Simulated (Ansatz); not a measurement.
CH3O (SMILES [CH2]O) moved off its minimum; all values from Ansatz (a program for electronic structure), cores frozen in correlated methods. Open shells are unrestricted.
(charge 0, multiplicity 2)
```xyz
5

C     -0.6340     0.1961     0.0938
O      0.6007    -0.3315    -0.0914
H     -1.4887    -0.3817    -0.0312
H     -0.6815     1.3245    -0.0176
H      1.2524     0.4333    -0.0036
```

| level | largest force (eV/Å) | on atom | rms difference from CCSD(T)/cc-pVTZ (eV/Å) | dipole (D) |
|---|---|---|---|---|
| HF/def2-TZVPP | 3.59 | C1 | 0.516 | 1.61 |
| PBE/def2-TZVPP | 3.54 | C1 | 0.205 | 1.46 |
| r2SCAN/def2-TZVPP | 3.59 | C1 | 0.073 | 1.47 |
| B3LYP/def2-TZVPP | 3.50 | C1 | 0.112 | 1.49 |
| wB97M-V/def2-TZVPP | 3.53 | C1 | 0.141 | 1.50 |
| MP2/cc-pVTZ | 3.76 | C1 | 0.081 | 1.49 |
| CCSD(T)/cc-pVTZ | 3.68 | C1 | 0.000 | 1.46 |

The differences count from one level among others, with limits of its own. Forces at CCSD(T)/cc-pVTZ (eV/Å):

| atom | Fx | Fy | Fz |
|---|---|---|---|
| C1 | 0.901 | 3.553 | 0.276 |
| O2 | 1.694 | 0.943 | 0.056 |
| H3 | -0.963 | -1.224 | -0.322 |
| H4 | -0.280 | -1.545 | 0.184 |
| H5 | -1.352 | -1.727 | -0.194 |
